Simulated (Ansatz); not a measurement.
**COF2 (carbonyl fluoride): BCCD(T)/STO-3G**

What is the vertical electron affinity of COF2 (carbonyl fluoride) at BCCD(T)/STO-3G? 

The results are computed with Ansatz 0.2.0.

55 further runs of the same task are left out: 6 that didn't finish, 49 set aside as unsound or not needed.

### 1 The structure to begin with

The species is COF2 (4 atoms), meant as a singlet with charge 0. SMILES: `O=C(F)F`. The coordinates come from a GFN2-xTB relaxation.

Bond lengths: O1–C2 1.159 Å, C2–F3 1.317 Å, C2–F4 1.317 Å. Angles: O1–C2–F3 126.8°, O1–C2–F4 126.7°, F3–C2–F4 106.5°.

### 2 A single-point energy at BCCD(T)/STO-3G

input.yaml

```yaml
crystal:
  periodic: [false, false, false]
  atoms:
    - {symbol: O, position_ang: [-1.243810, -0.157330, 0.153910]}
    - {symbol: C, position_ang: [-0.102510, -0.013170, 0.012900]}
    - {symbol: F, position_ang: [0.851050, -0.823360, 0.422470]}
    - {symbol: F, position_ang: [0.495270, 0.993860, -0.589280]}
basis:
  gaussian:
    orbitals: STO-3G
correlation:
  method: bccd_t
  frozen_orbitals: {C: 1, F: 1, O: 1}
scf:
  omitted_lower_state_checks: [cluster_reference, increment]
accuracy: high
```

Run with:

```sh
$ ansatz run input.yaml --threads 1 --pin off --max-ram 2610MiB --events-out events.jsonl --progress --plain --runs-dir runs
```

Log (excerpt; [...] marks lines left out):

```text
Warning: RAYON_NUM_THREADS=1 ignored (pool sized by the plan → 1); use --threads N
Functional definition: HF
  name "HF"
[...]
368 factors; integrals over basis functions are off by at most 3.2e-8 eV
[...]
mean field -8362.03394675 eV, -307.2990795528 hartree, gradient 9.4e-9 eV, S^2 0.000000; 0 other end points of the search recorded, 0 dependent functions left out
4 core orbitals not correlated: weight in the atoms' cores, before any rotation towards them, 1.000 or more for the frozen orbitals, at most 0.000 for the correlated occupied ones
reference -8362.03394675 eV, -307.2990795528 hartree; 12, 12 occupied and 4, 4 virtual orbitals, 368 factors
second order -3.95385759 eV of doubles, -0.00000000 eV of singles
cycle   1  -4.16261401 eV  change   -2.1e-1 eV  update   8.2e-2
[...]
cycle  19  -4.40936703 eV  change    2.0e-9 eV  update  8.2e-10
perturbative correction -0.28529513 eV, -0.0104844027 hartree
Total energy: -8366.72860891 eV, -307.4716052052 hartree
Checks for a lower state left out: cluster_reference, increment
```

Wall time 0.24 s (1 thread of Intel Xeon Platinum 8375C at 2.90GHz (Ice Lake), shared host).

### 3 The doublet anion, same level

job.yaml

```yaml
crystal:
  periodic: [false, false, false]
  atoms:
    - {symbol: O, position_ang: [-1.243810, -0.157330, 0.153910]}
    - {symbol: C, position_ang: [-0.102510, -0.013170, 0.012900]}
    - {symbol: F, position_ang: [0.851050, -0.823360, 0.422470]}
    - {symbol: F, position_ang: [0.495270, 0.993860, -0.589280]}
basis:
  gaussian: {orbitals: STO-3G}
total_charge: -1
magnetization: {spin_polarized: true, initial_magnetization: 1}
correlation: {method: bccd_t, frozen_orbitals: {C: 1, F: 1, O: 1}}
accuracy: high
scf: {omitted_lower_state_checks: [cluster_reference, increment]}
```

Run with:

```sh
$ ansatz run job.yaml --threads 1 --pin off --max-ram 2610MiB --events-out events.jsonl --progress --plain --runs-dir runs
```

Log (excerpt; [...] marks lines left out):

```text
Warning: RAYON_NUM_THREADS=1 ignored (pool sized by the plan → 1); use --threads N
[... 2 set-up lines as earlier in the session ...]
[...]
368 factors; integrals over basis functions are off by at most 3.2e-8 eV
[...]
mean field -8354.55213090 eV, -307.0241278917 hartree, gradient 2.0e-8 eV, S^2 0.753975; 0 other end points of the search recorded, 0 dependent functions left out
4 core orbitals not correlated: weight in the atoms' cores, before any rotation towards them, 1.000 or more for the frozen orbitals, at most 0.000 for the correlated occupied ones
reference -8354.55213090 eV, -307.0241278917 hartree; 13, 12 occupied and 3, 4 virtual orbitals, 368 factors
second order -2.27138081 eV of doubles, -0.00000000 eV of singles
cycle   1  -2.61460952 eV  change   -3.4e-1 eV  update   5.3e-2
[...]
cycle  19  -2.77659087 eV  change   -3.0e-9 eV  update   2.4e-9
perturbative correction -0.10584375 eV, -0.0038896862 hartree
Total energy: -8357.43456552 eV, -307.1300554104 hartree
Checks for a lower state left out: cluster_reference, increment
```

Wall time 0.42 s (1 thread of Intel Xeon Platinum 8375C at 2.90GHz (Ice Lake), shared host).

### 4 What came out

Level: BCCD(T)/STO-3G, 4 core orbitals frozen.

| quantity | value |
| --- | --- |
| singlet COF2: total energy | -307.47161 Eh |
| singlet COF2: correlation energy (4 core orbitals frozen) | -172.5 mEh |
| singlet COF2: (T) correction | -10.48 mEh |
| doublet anion: total energy | -307.13006 Eh |
| doublet anion: correlation energy (4 core orbitals frozen) | -105.9 mEh |
| doublet anion: (T) correction | -3.89 mEh |
| doublet anion: ⟨S²⟩ of the reference determinant | 0.754 |
| vertical electron affinity (to the doublet anion) | -9.294 eV |

The anion lies 9.29 eV (214 kcal/mol) above the neutral: the electron isn't bound at this level, and such a value depends on the basis. Without diffuse functions anions come out too high. In a minimal basis such a difference can be off by several eV, whatever the method. The triples (singlet COF2) make up 6.1 % of the correlation energy. The triples (doublet anion) make up 3.7 % of the correlation energy.
